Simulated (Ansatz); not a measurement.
The cluster P3⁺, relaxed as a singlet with RKS PBE0-D4/def2-TZVP in Ansatz, starting from the GFN2-xTB geometry. Force threshold 0.02 eV/Å.

The restricted singlet is unstable towards broken spin symmetry in Hartree–Fock (as tested in another run); at PBE0-D4/def2-TZVP this wasn't settled. Another isomer (singlet) lies 3.10 eV lower at PBE0-D4/def2-TZVP; other spin states weren't run for this one.

Start:

Cartesian coordinates in Å:
```
P -1.644 0.647 0.885
P 1.644 -0.646 -0.885
P 0.000 0.000 0.000
```

Question: Estimate the energy that the relaxation releases and the steps that it takes.

Answer: 0.6 kJ/mol, in 3 steps; 1.8 s on 4 threads of Arm Neoverse V1 on a shared host. No frequencies were taken in this run, so the end may be a saddle point.

Question: Does the start keep its bonding and symmetry?

Answer: By distances, no bond broke or formed. The bond that changes most is P2–P3, from 1.98 to 1.96 Å (atoms count from 1). Point group D∞h at the start, D∞h at the end, both within 0.05 Å.

Question: Predict the relaxed structure.

Answer: 
```xyz
3

P    -1.6309    0.6417    0.8783
P     1.6309   -0.6415   -0.8785
P     0.0000   -0.0003    0.0002
```
Bond lengths: 2 × P–P 1.96 Å.
